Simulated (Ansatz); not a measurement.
For fcc Cu, PBE-D4 (Ansatz, a program for electronic structure, PAW) gives:

```
Quantity                              Result
------------------------------  ------------
equilibrium lattice constant a       3.573 Å
bulk modulus B0                      164 GPa
cohesive energy                 4.09 eV/atom
```

Q: What does r²SCAN+rVV10 (plane waves, PAW; Ansatz) give for the same quantities?

A: 
- lattice constant a: 3.561 Å (drops by 0.3 %)
- bulk modulus: 170 GPa (increases by 3.7 %)
- cohesive energy: 4.13 eV/atom (grows by 0.04 eV/atom)

For comparison: lattice constant a 3.595 Å (measured, low-temperature or extrapolated to 0 K; zero-point anharmonic expansion removed; as tabulated in Csonka et al. (2009), arXiv:0903.4037); bulk modulus 144 GPa (measured, 0 K value with the zero-point phonon effect removed, our sources range from 140 to 145; as tabulated in Mejia-Rodriguez and Trickey (2018), arXiv:1807.09216); cohesive energy 3.52 eV/atom (measured, zero-point vibration energy added; as tabulated in Harl et al. (2010), doi:10.1103/physrevb.81.115126).

Changes are worked out from the printed values.

Unless a cell is named, each level is at its own relaxed cell (PBE-D4 11.40, r²SCAN+rVV10 11.29 Å³/atom).

Ansatz's density-functional and Hartree–Fock values are scalar-relativistic unless marked +SOC, with PAW data made under PBE.
